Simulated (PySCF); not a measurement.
Molecule: SMILES C/C=C/C, C4H8.

Geometry:
```
atom   x (Å)   y (Å)   z (Å)
  C1   1.963   0.063  -0.094
  C2   0.508   0.116  -0.423
  C3  -0.489  -0.122   0.434
  C4  -1.944  -0.078   0.102
  H5   2.481  -0.709  -0.689
  H6   2.130  -0.161   0.970
  H7   2.462   1.019  -0.325
  H8   0.251   0.371  -1.461
  H9  -0.232  -0.374   1.472
 H10  -2.481   0.639   0.746
 H11  -2.421  -1.059   0.263
 H12  -2.112   0.213  -0.945
```

Spin–spin couplings on one PBE0-D3(BJ)/def2-SVP geometry, PySCF, gas phase, non-relativistic, equivalent pairs averaged (without the spin–dipole term); isotopes ¹³C, ¹H; functional B3LYP.

Reference values (Hz): ¹J(C2,H8) = 148.7 (measured; liquid or solution (compiled); San Fabian, Garcia de la Vega, Suardiaz et al., Magn. Reson. Chem. 2013, 51, 775 (SI)).

Task: How do the couplings (Hz) change with the basis set? Times are CPU seconds on shared hosts with different chips, so compare them loosely. Far from the basis limit: 6-31G*, pcJ-0, 6-31G-J, def2-TZVP, cc-pVTZ.

Result: 
```tsv
basis set	functions	¹J(C2,H8)	abs. error	core-s
6-31G*	72	156.9	8.2	3.7
pcJ-0	76	138.6	10.1	5.5
6-31G-J	80	161.1	12.4	5.4
def2-TZVP	172	149.7	1.0	15
pcJ-1	188	155.8	7.1	12
cc-pVTZ	232	142.2	6.5	21
```

Errors compare magnitudes, without vibrational corrections. Closest: def2-TZVP; furthest: 6-31G-J.

The Fermi-contact term samples the wavefunction at the nucleus, which is why sets with added tight s functions (names with J) are made for couplings. Agreement of an ordinary basis with the reference is then largely a cancellation of errors.
